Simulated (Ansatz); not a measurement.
Two shapes of quartet LiNaH.

Shape 1:

```xyz
3

Na    0.0000    0.0000    0.0000
Li    0.0000    0.0000    4.1160
H     0.0000    2.1128   -1.7728
```

Shape 2:

```xyz
3

Na    0.0000    0.0000    0.0000
Li    0.0000    0.0000    6.4680
H     0.0000    3.3200   -2.7858
```

Basis set: pcseg-2 (spherical functions). Charge 0, multiplicity 4.

Computed with Ansatz (development build ahead of 0.2.0); each method stands on the lowest determinant of its kind that the runs found.

(1) Which shape is lower in energy, and by how much in each method?

## Answers

(1)

```csv
method,E(2) − E(1) (eV)
ROHF,-0.268
UHF,-0.268
```

Shape 2 is lower. Caution: other spin multiplicities may lie lower.
